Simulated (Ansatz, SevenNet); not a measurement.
For wurtzite ZnO, the machine-learned potential SevenNet-0 (trained on PBE and PBE+U data) gives:

```
Quantity                         Result
------------------------------  -------
equilibrium lattice constant a  3.289 Å
lattice parameter c             5.300 Å
```

Problem. What does r²SCANh (PAW; Ansatz, a quantum-chemistry and plane-wave program) give for the same quantities?

Solution. 
- lattice constant a: 3.231 Å (drops by 1.8 %)
- lattice parameter c: 5.195 Å (decreases by 2.0 %)

For comparison: lattice constant a 3.248 Å (measured, 4 K, zero-point motion not removed; as tabulated in arXiv:1206.3780); lattice parameter c 5.204 Å (measured, 4 K, zero-point motion not removed; as tabulated in arXiv:1206.3780).

Changes are worked out from the printed values.

Unless a cell is named, each level is at its own relaxed cell (SevenNet-0 12.41, r²SCANh 11.74 Å³/atom).

Ansatz's density-functional and Hartree–Fock values are scalar-relativistic unless marked +SOC, with PAW data made under PBE.
